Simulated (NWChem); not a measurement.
Ionisation of Si₂

```
Si
Si 1 2.1533
```
Charge 0, spin multiplicity 3.

The numbers come from NWChem runs, not from measurements. All single points use one geometry, from UPBE0/def2-SVP, a minimum by its harmonic frequencies.

Basis set: def2-TZVP. The species with one electron less has spin multiplicity 4 and keeps the geometry of the parent. Δ marks differences of total energies (open shells unrestricted). −ε marks an orbital energy of the parent. That orbital need not have the symmetry of the hole or added electron in the Δ rows.

B3LYP has NWChem's definition, with VWN1-RPA local correlation. This spin state was chosen for the runs; another may lie lower. The structure started from a generated list of species. The unpaired electrons of the parent sit in orbitals of symmetry ag and b2u (D2h labels of the run); other states weren't searched. The stability of the SCF solutions was not checked. Open-shell Hartree-Fock references start from PBE0 orbitals.

Question: One of these methods gave a first vertical ionisation energy of 5.56 eV. Which?
A. ΔB3LYP
B. −ε(beta HOMO) of HF
C. −ε(beta HOMO) of B3LYP
D. −ε(beta HOMO) of PBE

Answer: C, −ε(beta HOMO) of B3LYP. The others give 4.95 (−ε(beta HOMO) of PBE), 7.37 (−ε(beta HOMO) of HF), 7.84 (ΔB3LYP).
